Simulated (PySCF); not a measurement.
**One reaction down a group: Si, Ge, Sn**

The same gas-phase reaction for Si, Ge, Sn:
- SiF₂ + FO → SiF₃ + O
- GeF₂ + FO → GeF₃ + O
- SnF₂ + FO → SnF₃ + O

Energies from PySCF, thermal terms from the rigid-rotor harmonic-oscillator model, ideal gas at 1 bar. † marks an energy on the PBE0/def2-TZVP geometry and frequencies; other levels use their own. Open shells (unrestricted): FO (multiplicity 2, electronic degeneracy 4), SiF₃ (multiplicity 2), O (multiplicity 3, electronic degeneracy 9), GeF₃ (multiplicity 2), SnF₃ (multiplicity 2); the rest are closed-shell singlets. Spin-orbit splitting is ignored; it lowers the true energy and changes the entropy of FO, O. B3LYP is the form with VWN-RPA correlation. Sn: scalar-relativistic def2 core potential, no spin-orbit coupling. Ge: all electrons, no relativistic terms. GeF₃, SnF₃: computed as isolated molecules; such fragments, hydroxides, amides, oligomers or adducts are transient or little studied in the gas. The harmonic model lacks anharmonicity and excited electronic states, which grow with temperature; levels with a mode under 35 cm⁻¹ are left out.

ΔH°(298 K) in kJ, by level:

```json
[
 {"level": "ωB97M-V/def2-TZVP†", "Si": "-194.6", "Ge": "-65.1", "Sn": "-25.9"},
 {"level": "PBE/def2-SVP", "Si": "-127.1", "Ge": "-6.8", "Sn": "40.2"},
 {"level": "LDA/def2-TZVP†", "Si": "-119.4", "Ge": "21.7", "Sn": "67.8"},
 {"level": "B3LYP/def2-TZVP†", "Si": "-200.7", "Ge": "-52.5", "Sn": "-9.8"},
 {"level": "r2SCAN/def2-TZVP†", "Si": "-229.6", "Ge": "-77.3", "Sn": "-28.4"},
 {"level": "ωB97X-V/def2-TZVP†", "Si": "-204.0", "Ge": "-65.2", "Sn": "-21.6"},
 {"level": "M06-2X/def2-TZVP†", "Si": "-242.7", "Ge": "-114.8", "Sn": "-67.0"},
 {"level": "PBE0/def2-QZVP†", "Si": "-221.9", "Ge": "-76.0", "Sn": "-29.3"}
]
```

At ωB97M-V/def2-TZVP†, ΔH° rises from Si to Sn, over a range of 168.7 kJ; the steps are +129.5, +39.2 kJ. 8 of the 8 levels shown give the same order. The levels scatter most for Ge (136.5 kJ between the highest and the lowest) and least for Si (123.3 kJ). ΔS°(298 K) runs from -29.1 to -21.1 J/K, so TΔS° at 298 K spreads over 2.4 kJ among the members, against 168.7 kJ for ΔH°.

Free energies at ωB97M-V/def2-TZVP†:

```
member  ΔS°(298 K), J/K  ΔG°(298 K), kJ  ΔG°(1800 K), kJ         ΔG° changes sign
------  ---------------  --------------  ---------------  -----------------------
Si                -29.1            -186             -156  none from 298 to 2500 K
Ge                -26.3             -57              -34  none from 298 to 2500 K
Sn                -21.1             -20               -6  none from 298 to 2500 K
```

The NASA 1993 table, where it holds all species, gives ΔH°(298 K) = -357 kJ for Si; its entries are part measured, part old estimates, and weren't checked at source. After a fit of one offset per element over all species, the range-separated, M06-2X, PBE0/def2-QZVP and CCSD(T)/def2-TZVPP enthalpies, where run, lie to one side of the table for SiF₂ (-43 kJ/mol), SiF₃ (+99 kJ/mol): a fault of the table's entry, another state or a shared error of the levels is possible; this was not checked at source.
